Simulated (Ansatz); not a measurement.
Conformers of C7H16 (`CCC(CC)CC`), each relaxed with PBE0-D4/def2-TZVP in Ansatz. CBS adds the triple-zeta coupled-cluster correction to the MP2 limit.

Not all of them had a frequency check.

Conformer A:

```xyz
23

C    -1.224   -0.248    1.634
C    -0.866    0.721    0.517
C     0.227    0.236   -0.439
C    -0.166   -1.023   -1.210
C    -1.441   -0.899   -2.027
C     1.573    0.018    0.252
C     2.126    1.236    0.973
H    -0.366   -0.465    2.274
H    -1.592   -1.200    1.244
H    -2.008    0.169    2.270
H    -1.765    0.950   -0.063
H    -0.555    1.675    0.954
H     0.370    1.038   -1.179
H     0.663   -1.282   -1.878
H    -0.257   -1.864   -0.513
H    -1.607   -1.791   -2.635
H    -1.393   -0.041   -2.705
H    -2.322   -0.769   -1.394
H     1.490   -0.819    0.954
H     2.293   -0.306   -0.508
H     1.507    1.522    1.827
H     3.133    1.045    1.350
H     2.181    2.099    0.302
```

Conformer B:

```xyz
23

C    -0.270    0.800    2.157
C     0.576   -0.238    1.435
C     0.433   -0.254   -0.090
C    -0.997   -0.528   -0.552
C    -1.595   -1.819   -0.018
C     0.992    1.026   -0.713
C     1.188    0.960   -2.219
H    -0.040    1.815    1.825
H    -1.338    0.635    1.998
H    -0.092    0.761    3.234
H     0.338   -1.230    1.829
H     1.632   -0.070    1.675
H     1.056   -1.086   -0.451
H    -1.636    0.318   -0.272
H    -1.012   -0.561   -1.645
H    -2.575   -2.010   -0.461
H    -1.726   -1.793    1.066
H    -0.954   -2.675   -0.252
H     1.955    1.249   -0.240
H     0.334    1.868   -0.470
H     1.663    1.870   -2.593
H     1.827    0.116   -2.494
H     0.242    0.846   -2.753
```

(1) Which is lowest in electronic energy at CCSD(T)/CBS (frozen core, def2 sets), and by how much? (Estimate.)

(2) Give the energies relative to A (kJ/mol) with PBE-D4/def2-TZVPP, r2SCAN-D4/def2-TZVPP, PBE0-D4/def2-TZVPP, PBE0/def2-TZVPP, B3LYP/def2-TZVPP, SCS-MP2/def2-TZVPP, CCSD(T)/def2-TZVPP. (Estimate.)

Answers

(1) Ansatz gave: A; B lies 1.3 kJ/mol higher. Gaps under about 2 kJ/mol don't settle the order.

(2) Ansatz gave: 
```json
{"level": "PBE-D4/def2-TZVPP", "B": "1.3"}
{"level": "r2SCAN-D4/def2-TZVPP", "B": "1.5"}
{"level": "PBE0-D4/def2-TZVPP", "B": "1.4"}
{"level": "PBE0/def2-TZVPP", "B": "1.0"}
{"level": "B3LYP/def2-TZVPP", "B": "0.7"}
{"level": "SCS-MP2/def2-TZVPP", "B": "1.3"}
{"level": "CCSD(T)/def2-TZVPP", "B": "1.3"}
```

B3LYP here is the variant with VWN-RPA as its local correlation; programs differ in this.
